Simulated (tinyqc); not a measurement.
Worked calculation: Pariser-Parr-Pople SCF with singles CI, for the molecule O=CC=O (SMILES; centres numbered as the heavy atoms are written). One step of it, computed by the program tinyqc.

Problem. PPP integrals. Ohno: gamma = 14.399645/sqrt(R^2 + a^2), a = 2 x 14.399645/(gamma_rr + gamma_ss); H_rr = -W_r - sum_(s != r) z_s gamma_rs; H_rs = beta for bonds.

Centres (angstrom, eV; a flat drawing with bonds scaled to 1.40 angstrom):

| centre | x | y | core charge z | W | gamma_rr |
|---|---|---|---|---|---|
| 1O | 1.848000 | -0.127000 | 1 | 17.700000 | 15.200000 |
| 2C | 0.559000 | 0.421000 | 1 | 11.160000 | 11.130000 |
| 3C | -0.559000 | -0.421000 | 1 | 11.160000 | 11.130000 |
| 4O | -1.848000 | 0.127000 | 1 | 17.700000 | 15.200000 |

Resonance integrals (eV):

| i | j | beta |
|---|---|---|
| 1 | 2 | -2.810000 |
| 2 | 3 | -2.680000 |
| 3 | 4 | -2.810000 |

Give: repulsion gamma_rs; core matrix H.

Solution.

repulsion gamma_rs (eV), lower triangle:
```
        1O      2C      3C      4O
1O  15.200
2C   8.103  11.130
3C   5.413   7.555  11.130
4O   3.766   5.413   8.103  15.200
```

core matrix H (eV), lower triangle:
```
         1O       2C       3C       4O
1O  -34.982
2C   -2.810  -32.231
3C    0.000   -2.680  -32.231
4O    0.000    0.000   -2.810  -34.982
```
